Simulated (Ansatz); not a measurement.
A made-up structure of CH4AlS, doublet:

```
7
angstrom
C -0.7743 0.5081 -0.2280
Al 0.9220 -2.0269 1.6266
S 0.8848 -0.4474 0.1316
H -0.6467 1.5755 -0.0220
H -1.6111 0.1431 0.3697
H -1.0419 0.4163 -1.2853
H 2.0707 -0.2084 -0.4898
```

It is relaxed with PBE-D4/def2-SVP and then PBE0-D4/def2-TZVP (Ansatz 0.2.0). Atoms count as bonded within 1.22 times the sum of their covalent radii (H–H: 0.88 Å). The end point is not checked to be a true minimum.

(1) Does its bonding change? (A judgement: the text doesn't fix the answer.)

## Answers

(1) The calculation gives: No: no bond forms or breaks.

Where it ends: The first stage lowers the energy by 0.87 eV in 14 steps. It ends as CH₄AlS ([CH3][SH][Al]):
```json
{"atom": "C1", "x (Å)": "-0.6786", "y (Å)": "0.4829", "z (Å)": "-0.2709"}
{"atom": "Al2", "x (Å)": "1.0641", "y (Å)": "-1.8842", "z (Å)": "2.0259"}
{"atom": "S3", "x (Å)": "0.6443", "y (Å)": "-0.7588", "z (Å)": "-0.1084"}
{"atom": "H4", "x (Å)": "-0.4329", "y (Å)": "1.3819", "z (Å)": "0.2913"}
{"atom": "H5", "x (Å)": "-1.5708", "y (Å)": "0.0212", "z (Å)": "0.1499"}
{"atom": "H6", "x (Å)": "-0.8420", "y (Å)": "0.7160", "z (Å)": "-1.3233"}
{"atom": "H7", "x (Å)": "1.6196", "y (Å)": "0.0014", "z (Å)": "-0.6616"}
```

Labels in which every atom is bracketed show which atoms are joined, not bond orders.

For scale, one of the runs: PBE0-D4/def2-TZVP relaxation, 129 basis functions, launched by `ansatz run in.yaml --threads 2 --pin off --events-out ev --progress --plain --max-ram 4352MiB`. The run took about 33 s on 2 CPU threads of an Arm Neoverse V2 (shared host).
